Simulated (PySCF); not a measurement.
# How good is the calculation?

Molfile (atoms numbered from 1):
```
C4H6O2
     RDKit          3D

 12 11  0  0  0  0  0  0  0  0999 V2000
    2.4900   -0.1418    0.0330 C   0  0  0  0  0  0  0  0  0  0  0  0
    1.2757   -0.6684   -0.0398 C   0  0  0  0  0  0  0  0  0  0  0  0
    0.0772    0.1889    0.0793 C   0  0  0  0  0  0  0  0  0  0  0  0
    0.0789    1.3797    0.2531 O   0  0  0  0  0  0  0  0  0  0  0  0
   -1.0414   -0.5409   -0.0360 O   0  0  0  0  0  0  0  0  0  0  0  0
   -2.2548    0.1956    0.0588 C   0  0  0  0  0  0  0  0  0  0  0  0
    2.6113    0.9254    0.1822 H   0  0  0  0  0  0  0  0  0  0  0  0
    3.3798   -0.7533   -0.0530 H   0  0  0  0  0  0  0  0  0  0  0  0
    1.1093   -1.7289   -0.1878 H   0  0  0  0  0  0  0  0  0  0  0  0
   -2.3392    0.6701    1.0376 H   0  0  0  0  0  0  0  0  0  0  0  0
   -2.2948    0.9690   -0.7093 H   0  0  0  0  0  0  0  0  0  0  0  0
   -3.0547   -0.5272   -0.0842 H   0  0  0  0  0  0  0  0  0  0  0  0
  1  2  2  0
  2  3  1  0
  3  4  2  0
  3  5  1  0
  5  6  1  0
  1  7  1  0
  1  8  1  0
  2  9  1  0
  6 10  1  0
  6 11  1  0
  6 12  1  0
M  END
```

The experiment to reproduce: δ ¹H H7 6.41; H9 6.12; H8 5.83 ppm (measured; solution, not stated per compound (mostly CDCl3 or CCl4); Pretsch, Buehlmann, Badertscher, Structure Determination of Organic Compounds, 4th ed. (2009)).
δ ¹⁷O O4 339.2; O5 133.4 ppm (measured; solution, CH3CN, 313 K; J.-C. Zhuo, Molecules 4 (1999) 320). Coupling constants: ³J(H9,H8) (cis) 10.6 Hz, ³J(H9,H7) (trans) 17.4 Hz, ²J(H7,H8) 1.5 Hz.

Computational details: B97-2/pcSseg-2 with gauge-including orbitals, geometry: PBE0-D3(BJ)/def2-TZVP, J couplings at B3LYP/pcJ-2 (without the spin–dipole term), in PySCF (non-relativistic, single conformer, fast rotation and ring inversion assumed for equivalent nuclei, isolated molecule).

(1) What does the calculation give, and how does it compare?

(2) How far are the unscaled ¹H shifts from the references?

Results:

(1) 
Reference values: measured (solution, not stated per compound (mostly CDCl3 or CCl4); Pretsch, Buehlmann, Badertscher, Structure Determination of Organic Compounds, 4th ed. (2009)).
| atoms | quantity | reference | computed | computed, scaled |
| --- | --- | --- | --- | --- |
| H7 | δ ¹H | 6.41 | 7.02 | 6.74 |
| H9 | δ ¹H | 6.12 | 6.45 | 6.20 |
| H8 | δ ¹H | 5.83 | 6.07 | 5.84 |

Reference values: measured (solution, CH3CN, 313 K; J.-C. Zhuo, Molecules 4 (1999) 320).
```tsv
atoms	quantity	reference	computed	computed, scaled
O4	δ ¹⁷O vs H2O (external)	339.2	–	327.4
O5	δ ¹⁷O vs H2O (external)	133.4	–	142.1
```

Computed shifts are σ(ref) − σ with the named reference compound (TMS for H and C) calculated as an isolated molecule at the same level. The measured values may be among those fitted. Shieldings were converted by linear fits to measured shifts (mostly CDCl3, TMS scale, for H and C): ¹H (scatter 0.14 ppm rms, 0.16 ppm with the 5 outliers that the fit left out); ¹⁷O (scatter 12.3 ppm rms vs liquid water, solution or neat liquid). Occasional misses reach two or three times the rms, and more in compound classes unlike the fitted ones.

Coupling constants in Hz:
```tsv
coupling	reference	computed	source
³J(H9,H8) cis	10.6	12.1	measured; solution (compiled); Pretsch, Buehlmann, Badertscher, Structure Determination of Organic Compounds, 4th ed., Springer 2009
³J(H9,H7) trans	17.4	18.9	measured; solution (compiled); Pretsch, Buehlmann, Badertscher, Structure Determination of Organic Compounds, 4th ed., Springer 2009
²J(H7,H8)	1.5	2.9	measured; solution (compiled); Pretsch, Buehlmann, Badertscher, Structure Determination of Organic Compounds, 4th ed., Springer 2009
```

(2) Mean signed difference +0.39 ppm, mean absolute 0.39 ppm over 3 comparisons; the largest is +0.61 ppm at H7 (hydrogen on a β carbon of a C=C–C=O unit).
